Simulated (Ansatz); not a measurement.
C2H5FO2S, SMILES OCC(O)(F)S, a ranking of conformers

Computed with the Ansatz DFT code, driven from Python.

The cells in order, each with its output:

In [1]:
```python
import ansatz
from rdkit import Chem
from rdkit.Chem import AllChem
```

In [2]:
```python
rd = Chem.AddHs(Chem.MolFromSmiles("OCC(O)(F)S"))
ids = list(AllChem.EmbedMultipleConfs(rd, numConfs=20, randomSeed=536, pruneRmsThresh=0.4))
field = [energy for _, energy in AllChem.MMFFOptimizeMoleculeConfs(rd)]
distinct = {round(e, 2): i for i, e in zip(ids, field)}
chosen = sorted(distinct.items())[:5]
found = []
for force_field, index in chosen:
    c2h5fo2s = ansatz.Crystal.molecule()
    for atom, xyz in zip(rd.GetAtoms(), rd.GetConformer(index).GetPositions()):
        c2h5fo2s = c2h5fo2s.atom(atom.GetSymbol(), xyz.round(5).tolist())
    model = c2h5fo2s.calculation().basis(gaussian="def2-SVP").functional("r2SCAN")
    found.append(model.run(threads=1).report["free_energy_ev"])
print("conformer   MMFF (kcal/mol)   this level (eV)")
for (force_field, index), e in zip(chosen, found):
    print(f"{index:9d} {force_field - chosen[0][0]:17.2f} {(e - min(found)):17.3f}")
```
```text
conformer   MMFF (kcal/mol)   this level (eV)
        5              0.00             0.054
        1              0.21             0.000
        2              1.25             0.065
        3              1.54             0.122
        4              2.68             0.027
```

The conformers keep their force-field geometries. Hardware and time: 34 s on 1 thread of Arm Neoverse V2 (shared host), peak memory 0.29 GiB.
